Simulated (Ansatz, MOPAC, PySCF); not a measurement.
Pair of molecules: C2H4 (SMILES C=C) (first 6 atoms) with CH4 (SMILES C); geometry from A24 set.
(charge 0, multiplicity 1):
```tsv
atom	x (Å)	y (Å)	z (Å)
C	0.0000	0.6463	-1.6085
C	0.0000	-0.6791	-1.4538
H	-0.9240	-1.2402	-1.3878
H	0.9240	-1.2402	-1.3878
H	0.9240	1.2074	-1.6736
H	-0.9240	1.2074	-1.6736
H	0.0000	0.0830	1.5902
C	0.0000	0.0287	2.6771
H	0.8883	0.5226	3.0666
H	-0.8883	0.5226	3.0666
H	0.0000	-1.0139	2.9896
```

Interaction energies are E(AB) − E(A) − E(B) at the monomers' geometry in the complex; basis-set methods are counterpoise corrected. Rows marked so take none.

Rows in 6-31G* carry no dispersion term and start afresh at each structure (6-31G* with six Cartesian d functions). The state that AM1 reach isn't checked.

The values were computed with Ansatz (Gaussian basis) for Hartree–Fock, density functionals and correlated methods; MOPAC for AM1 (differences of heats of formation); PySCF for 6-31G* rows, the dispersion terms. Values without a source in brackets are computed.

Question: One of these levels gives -0.73 kcal/mol for the interaction energy. Which one is it?
A) HF/6-31G* (no counterpoise)
B) AM1
C) PBE-D4/def2-TZVPPD

Answer: C, PBE-D4/def2-TZVPPD. The others give 0.06 (AM1), -0.30 (HF/6-31G* (no counterpoise))

Ansatz is a first-principles code.
